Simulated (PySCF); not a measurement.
formic acid cation (CH2O2), SMILES O=CO (connectivity only; charge and spin as stated), charge +1, multiplicity 2. Atoms are numbered in the order given.

```xyz
5

O      0.0821     1.0903     0.0000
C     -0.3966    -0.0862     0.0000
O      0.2693    -1.1443     0.0000
H      1.0632     1.1586     0.0000
H     -1.4945    -0.2087     0.0000
```
Charge +1, spin multiplicity 2.

Geometry optimised at B3LYP-D3(BJ)/def2-TZVP. The spin state was assumed, not searched. One conformer was computed; it need not be the lowest.

Computed with PBE/def2-TZVPD (PySCF).

Gas-phase values at a fixed geometry.

Computed frontier levels, dipole moment and polarisability:
| Quantity | Result |
|---|---|
| α spin, highest occupied and lowest empty level | -17.15 and -10.06 eV |
| β spin, highest occupied and lowest empty level | -16.81 and -15.26 eV |
| dipole moment about the centre of nuclear charge | 0.62 D |
| mean static polarisability | 18.2 bohr³ (2.69 Å³) |
| polarisability, principal values | 12.2, 18.3, 24.0 bohr³ |
| ⟨S²⟩ | 0.754 (pure state 0.75) |
